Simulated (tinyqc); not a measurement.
Inside a calculation. Method: harmonic frequencies on the RHF/sto-6g surface (energies and gradients from PySCF), for H2O, spin multiplicity 1. One step of it, computed by the program tinyqc.

Problem. One row of the Hessian: 2Hy. Displace 2Hy by +/-0.005 bohr; H(k, :) = (g(+) - g(-)) / (2 delta).

optimised positions (bohr), order 1O, 2H, 3H:
$$\begin{pmatrix}
0.023306 & -0.021601 & 0.014615 \\
0.053299 & 1.406474 & 1.212056 \\
0.038668 & -1.449124 & 1.212965
\end{pmatrix}$$

gradient at +delta (hartree/bohr), order 1O, 2H, 3H:
$$\begin{pmatrix}
-0.00002982 & -0.00197389 & -0.00104206 \\
0.00003638 & 0.00213009 & 0.00134623 \\
-0.00000655 & -0.00015620 & -0.00030418
\end{pmatrix}$$

gradient at -delta (hartree/bohr), order 1O, 2H, 3H:
$$\begin{pmatrix}
0.00003042 & 0.00197241 & 0.00107099 \\
-0.00003706 & -0.00218155 & -0.00136481 \\
0.00000664 & 0.00020915 & 0.00029382
\end{pmatrix}$$

Give: row of the Hessian.

Solution.

row of the Hessian (hartree/bohr^2): 1Ox -0.006024, 1Oy -0.394630, 1Oz -0.211305, 2Hx 0.007344, 2Hy 0.431164, 2Hz 0.271104, 3Hx -0.001319, 3Hy -0.036535, 3Hz -0.059800
